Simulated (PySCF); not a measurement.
# H4Si: the cost of one run

The runs use PySCF 2.14.0, with density-fitted response routines of our own; the level of theory stands in each step. All values are computed, except where a source is named. Atoms count from 0, in the outputs and in this text.

### Step 1. Starting geometry

5 atoms, charge 0, multiplicity 1; geometry from: GFN2-xTB. The atoms were then displaced at random by about 0.03 Å, so the start is not that level's minimum.

Bonds of the start (Å): Si0–H1 1.53, Si0–H2 1.50, Si0–H3 1.49, Si0–H4 1.47.

### Step 2. Geometry optimisation at PBE0-D3(BJ)/def2-SVP

The job: settings as JSON, then the geometry in Å.

```
{"job": {"xc": "PBE0", "basis": "def2-SVP", "d3": "d3bj", "grid": 1, "shake": 0.03, "kind": "geom"}, "charge": 0, "multiplicity": 1}
Si     0.064620    -0.075370     0.005460
H     -0.197230     1.189960    -0.822080
H     -0.777050     0.142300     1.229310
H      1.525940    -0.184700     0.253140
H     -0.524190    -1.176960    -0.762320
```

Launch:

```console
OMP_NUM_THREADS=1 python probes_run.py task.json out
```

One launch serves the whole session: the jobs run in the order shown.

**Question.** How long does this first job take on 1 thread of Intel Xeon 6975P-C, shared host, and how much memory does it need?

About 1.1 s, with a peak of 0.23 GiB.
